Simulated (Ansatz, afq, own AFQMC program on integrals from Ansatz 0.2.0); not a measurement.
## CHB, singlet: AFQMC among the cluster methods

```xyz
3

B     0.0000    0.0844    0.7836
C     0.0000   -0.1210   -0.5840
H     0.0000    0.5359   -1.4452
```

Connectivity, by distances: B–CH.

Basis 6-31G. Only valence electrons are correlated. AFQMC by an in-house program on the Cholesky factors that Ansatz 0.2.0 writes for its CCSD(T) run. The CISD trial takes its coefficients from CCSD amplitudes. Released means that phaseless walkers are propagated on without the constraint, phases kept. Uncertainties: one standard error, sampling alone.

Determinant: RHF, the one that the program's search chose, which needn't be the lowest solution. The geometry is a PBE0/def2-TZVP stationary point of this or a neighbouring charge and spin state.

Full CI is exact in this basis; its frozen core comes from its own orbitals, which moves totals by up to a few meV.

Cautions: another spin lies lower; restricted determinant unstable towards unrestricted (UHF 2.50 eV lower, ⟨S²⟩ 1.32); strong correlation (T1 0.103, weight of the determinant 0.68, largest double 0.38); (T) is large, 10 % of the CCSD correlation; CCSD(T) is in doubt: in a space of 8 electrons in 8 natural orbitals full CI lies 90 meV above it; the CCSDT(Q) amplitudes may be one of several solutions (largest double 0.52); the CCSDTQ amplitudes may be one of several solutions (largest double 0.53); the released energies are still falling, so no released level is given (meV from the phaseless value at times in 1/Eh: -23 ± 16 at 0.24, -41 ± 17 at 0.50, -53 ± 18 at 1.00, -67 ± 15 at 1.50); CCSDTQ on the UHF determinant differs (70 meV lower), perhaps since the unrestricted series falls towards higher spin; full CI with its own frozen core.

The T1 diagnostic is 0.1029. The weight of the determinant in the CISD state is 0.678 and the size of the correlated space is 8 electrons in 18 orbitals.

```json
{"level": "MP2", "correlation energy (eV)": "-4.0696"}
{"level": "CCSD", "correlation energy (eV)": "-5.3445"}
{"level": "CCSD(T)", "correlation energy (eV)": "-5.8676"}
```

**Question.** Estimate where phaseless AFQMC with a CISD trial lies against CCSD(T) on the same integrals.

**Answer.** 24.2 ± 1.7 kJ/mol above CCSD(T).

Reference: full CI, correlation energy -5.798 eV. CCSDTQ lies 3.4 meV above full CI, in part by the other frozen core, which shifts every row alike, so rows that close can't be ranked against it. The cautions show a poor starting determinant, so the rows tell how each method copes with it here, and full CI is the sure value.

| level | E − E(reference) (kJ/mol) | share of correlation (%) |
| --- | --- | --- |
| CCSD(T) | -6.7 | 101.21 |
| CCSDT | 2.7 | 99.52 |
| CCSDT(Q) | -2.5 | 100.44 |
| CCSDTQ | 0.3 | 99.94 |
| ph-AFQMC/HF | 41.7 ± 7.6 | 92.54 |
| ph-AFQMC/CISD | 17.5 ± 1.7 | 96.87 |

CCSDT and higher add their correlation energy to the determinant of the CCSD(T) run, since their own runs factorise the integrals more tightly (a shift of under 2 meV). A walk keeps the symmetry of its determinant, which the program's search chose and which needn't be the lowest solution, so a lower state of the same spin and another symmetry isn't excluded.
